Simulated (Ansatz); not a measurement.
The parent structure is InP in the zinc blende structure (space group F-43m, No. 216).

```
CELL_PARAMETERS angstrom
      0.00000     2.97990     2.97990
      2.97990     0.00000     2.97990
      2.97990     2.97990     0.00000
ATOMIC_POSITIONS crystal
  P  0.75000 0.75000 0.75000
  In 0.00000 0.00000 0.00000
```

Method: plane-wave PAW DFT at the PBE level (Ansatz, an electronic-structure program, 420 eV), no SOC, earlier PAW set.

Now apply this change: B takes the place of In on all its sites, then cell and atoms are relaxed.

Measured lattice parameter a: InP 5.858 Å (static lattice; corrected from measurement; as listed in Daniel Mejia-Rodriguez, S. B. Trickey, Phys. Rev. B (2018)); BP 4.525 Å (static lattice; corrected from measurement; as listed in Daniel Mejia-Rodriguez, S. B. Trickey, Phys. Rev. B (2018)).

Task: How well does PBE reproduce the measured shift?

Result: With PBE the lattice parameter a moves by -1.411 Å (5.960 → 4.548) against -1.333 Å measured.

No phonon test of stability was made.
